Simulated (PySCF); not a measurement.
Species: SiF2 (triplet state).
Geometry (PBE0-D3(BJ)/def2-SVP, Å), atoms numbered from 1 in this order:
```
atom  x, y, z in Å
F1    -1.364   -0.297   -0.004
Si2    0.006    0.580   -0.020
F3     1.381   -0.288   -0.001
```

Level of theory: PBE0-D3(BJ)/def2-SVP geometry optimisation, gas phase in PySCF 2.14.0.

Take the most abundant isotopes and a rigid rotor. 

**Question.** Give the principal moments of inertia and the rotational constants in cm⁻¹.

**Answer.** Ia = 12.28, Ib = 71.54, Ic = 83.82 u·Å²; 505379 MHz·u·Å²/I gives 41157, 7064 and 6029 MHz, that is A = 1.37285, B = 0.23563, C = 0.20112 cm⁻¹.

**Question.** What kind of rotor is it?

**Answer.** A near-prolate asymmetric top. Ray's parameter κ = (2B − A − C)/(A − C) = -0.941; −1 is the prolate and +1 the oblate limit.

**Question.** Where do the levels up to J = 3 lie, in MHz?

**Answer.** Above 0(0,0):
J = 1: 1(0,1) 13093, 1(1,1) 47186, 1(1,0) 48221
J = 2: 2(0,2) 39257, 2(1,2) 72338, 2(1,1) 75443, 2(2,1) 177722, 2(2,0) 177745
J = 3: 3(0,3) 78445, 3(1,3) 110052, 3(1,2) 116261, 3(2,2) 217002, 3(2,1) 217118, 3(3,1) 390068, 3(3,0) 390068
The levels of one J sum to (2J + 1)J(J + 1)(A + B + C)/3.

**Question.** Which types of transition are allowed, and where do some lines up to J = 2 fall?

**Answer.** The dipole components are |μa| = 0.00 D, |μb| = 1.68 D, |μc| = 0.00 D; the symmetry axis of this C2v structure is b, so μa and μc vanish by symmetry and there are no a-type or c-type lines. Some lines, for components of 0.1 D or more:

```csv
type,branch,"J(Ka,Kc)",MHz,lower level (cm⁻¹)
b,Q,"1(1,0) ← 1(0,1)",35128,0.437
b,Q,"2(1,1) ← 2(0,2)",36186,1.309
b,R,"1(1,1) ← 0(0,0)",47186,0.000
b,R,"2(1,2) ← 1(0,1)",59245,0.437
b,Q,"2(2,0) ← 2(1,1)",102302,2.517
b,Q,"2(2,1) ← 2(1,2)",105383,2.413
b,R,"2(2,1) ← 1(1,0)",129500,1.608
b,R,"2(2,0) ← 1(1,1)",130558,1.574
```

For this open shell read J as N, the rotation without spin; fine and hyperfine splittings come on top. Not checked by PBE0-D3(BJ)/def2-SVP frequencies. ⟨S²⟩ = 2.001 (exact for a triplet: 2.00). This triplet need not be the ground state; the singlet was not compared here. No vibrational averaging or centrifugal distortion is included, and the geometry carries the error of its method.
